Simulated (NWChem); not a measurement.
System: H, doublet

The following NWChem deck was run.

```
start job
memory heap 200 mb stack 900 mb global 1100 mb
geometry units angstroms noautoz
  H      0.000000     0.000000     0.000000
end
basis spherical
  * library def2-qzvp
end
dft
  odft
  mult 2
  xc pbe0
  iterations 150
  mulliken
end
task dft gradient
```

Excerpt of the output:

```
             Northwest Computational Chemistry Package (NWChem) 7.3.0
             --------------------------------------------------------

                             Geometry "geometry" -> ""
                             -------------------------

 Output coordinates in angstroms (scale by  1.889725989 to convert to a.u.)

  No.       Tag          Charge          X              Y              Z
 ---- ---------------- ---------- -------------- -------------- --------------
    1 H                    1.0000     0.00000000     0.00000000     0.00000000

 Effective nuclear repulsion energy (a.u.)       0.0000000000

                                 NWChem DFT Module
                                 -----------------

 Summary of "ao basis" -> "ao basis" (spherical)
 ------------------------------------------------------------------------------
       Tag                 Description            Shells   Functions and Types
 ---------------- ------------------------------  ------  ---------------------
 H                         def2-qzvp                10       30   4s3p2d1f

            General Information
            -------------------
          SCF calculation type: DFT
          Wavefunction type:  spin polarized.
          No. of atoms     :     1
          No. of electrons :     1
           Alpha electrons :     1
            Beta electrons :     0
          Charge           :     0
          Spin multiplicity:     2
          Use of symmetry is: off; symmetry adaption is: off
          Maximum number of iterations: 150
          AO basis - number of functions:    30
                     number of shells:    10
          Convergence on energy requested:  1.00D-06
          Convergence on density requested:  1.00D-05
          Convergence on gradient requested:  5.00D-04

              XC Information
              --------------
                         PBE0 Method XC Functional
                     Hartree-Fock (Exact) Exchange  0.250
          PerdewBurkeErnzerhof Exchange Functional  0.750
            Perdew 1991 LDA Correlation Functional  1.000 local
           PerdewBurkeErnz. Correlation Functional  1.000 non-local

             Grid Information
             ----------------
          Grid used for XC integration:  medium
          Radial quadrature: Mura-Knowles
          Angular quadrature: Lebedev.
          Tag              B.-S. Rad. Rad. Pts. Rad. Cut. Ang. Pts.
          ---              ---------- --------- --------- ---------
          H                   0.35       45           5.0       434
          Grid pruning is: on
          Number of quadrature shells:    45
          Spatial weights used:  Erf1

      Superposition of Atomic Density Guess
      -------------------------------------

 Sum of atomic energies:          -0.49998289

      Non-variational initial energy
      ------------------------------

 Total energy =      -0.499983
 1-e energy   =      -0.499983
 2-e energy   =       0.000000
 HOMO         =      -0.499983
 LUMO         =      -0.052459

     ---------------------------------------------
      Total Density - Mulliken Population Analysis
     ---------------------------------------------

    Atom       Charge   Shell Charges
 -----------   ------   -------------------------------------------------------
    1 H    1     1.00   0.08  0.27  0.46  0.19  0.00 -0.00  0.00  0.00 -0.00 -0.00

     --------------------------------------------
      Spin Density - Mulliken Population Analysis
     --------------------------------------------

    Atom       Charge   Shell Charges
 -----------   ------   -------------------------------------------------------
    1 H    1     1.00   0.08  0.27  0.46  0.19  0.00 -0.00  0.00  0.00 -0.00 -0.00

   convergence    iter        energy       DeltaE   RMS-Dens  Diis-err
 ---------------- ----- ----------------- --------- --------- ---------
 d= 0,ls=0.0,diis     1     -0.5010371782 -5.01D-01  1.55D-03  6.51D-04
                                                     0.00D+00  0.00D+00
 d= 0,ls=0.0,diis     2     -0.5012864413 -2.49D-04  1.87D-04  9.53D-06
                                                     0.00D+00  0.00D+00
 d= 0,ls=0.0,diis     3     -0.5012901269 -3.69D-06  1.29D-06  1.19D-09
                                                     0.00D+00  0.00D+00
 d= 0,ls=0.0,diis     4     -0.5012901275 -6.28D-10  1.25D-07  1.58D-12
                                                     0.00D+00  0.00D+00

         Total DFT energy =       -0.501290127530
      One electron energy =       -0.499713291947
           Coulomb energy =        0.308875687703
    Exchange-Corr. energy =       -0.310452523285
 Nuclear repulsion energy =        0.000000000000

 Numeric. integr. density =        1.000000014993

                    DFT Final Alpha Molecular Orbital Analysis
                    ------------------------------------------

 Vector    1  Occ=1.000000D+00  E=-3.353651D-01
              MO Center=  4.1D-15,  1.0D-16, -3.2D-16, r^2= 8.8D-01
   Bfn.  Coefficient  Atom+Function         Bfn.  Coefficient  Atom+Function
  ----- ------------  ---------------      ----- ------------  ---------------
     3      0.432338  1 H  s                  2      0.303598  1 H  s
     4      0.270903  1 H  s                  1      0.136295  1 H  s

 Vector    2  Occ=0.000000D+00  E= 1.456873D-01
              MO Center=  1.2D-15,  5.9D-16, -1.5D-16, r^2= 4.3D+00
   Bfn.  Coefficient  Atom+Function         Bfn.  Coefficient  Atom+Function
  ----- ------------  ---------------      ----- ------------  ---------------
     4      1.809657  1 H  s                  3     -1.496927  1 H  s
     1     -0.111928  1 H  s                  2      0.034578  1 H  s

[...]

                         DFT ENERGY GRADIENTS

    atom               coordinates                        gradient
                 x          y          z           x          y          z
   1 H       0.000000   0.000000   0.000000   -0.000000   0.000000   0.000000
```

Level: PBE0/def2-QZVP, spin-unrestricted. No stability test was run on the SCF state.
